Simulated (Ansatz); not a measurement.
The same path of C$_{3}$H$_{4}$FNO (10 atoms, charge 0, multiplicity 1) was run 3 times with different band settings. The coordinate that changes most is the dihedral F3–C2–C4–H9.

All numbers below come from Ansatz, RKS BHLYP-D4/def2-SVP.

Relaxed end points:

```xyz
10
Properties=species:S:1:pos:R:3
O -0.407 -1.520 -0.901
C 0.307 -0.790 0.002
F 1.491 -0.376 -0.547
C -0.507 0.414 0.383
C -0.070 1.746 0.055
N 0.141 1.457 1.241
H 0.030 -2.354 -1.058
H 0.580 -1.380 0.888
H -1.554 0.186 0.578
H 0.071 2.566 -0.638
```

```xyz
10
Properties=species:S:1:pos:R:3
O 0.423 -0.815 -1.206
C 0.091 -0.896 0.113
F 1.109 -1.478 0.821
C -0.170 0.478 0.655
C -0.394 1.611 -0.205
N 0.753 1.593 0.256
H 0.588 -1.691 -1.546
H -0.785 -1.539 0.281
H -0.513 0.478 1.690
H -1.019 2.207 -0.860
```

Common settings: climbing image yes; optimiser quadratic models (default); start path through a guess of the saddle point; force threshold 0.05 eV/Å; end points relaxed.

| run | movable images | spring | iteration limit |
| --- | --- | --- | --- |
| 1 | 9 | 5.0 eV/Å² | 55 |
| 2 | 9 | 2.0 to 10.0 eV/Å², energy-weighted | 60 |
| 3 | 3 | 5.0 eV/Å² | 60 |

What does each run give, and how far can it be trusted?

Run 1: converged after 8 iterations, highest image 0.111 eV above the first end. A vibrational analysis at the climbing image gives one clearly imaginary mode, 68i cm⁻¹: a first-order saddle point.
Run 2: converged after 8 iterations, highest image 0.111 eV above the first end. Another band between the same ends (9 images) ends at a top of the same energy, where a vibrational analysis finds 1 clearly imaginary mode.
Run 3: converged after 7 iterations, highest image 0.111 eV above the first end. Another band between the same ends (9 images) ends at a top of the same energy, where a vibrational analysis finds 1 clearly imaginary mode. So few images can step over the top or miss a turn of the path.
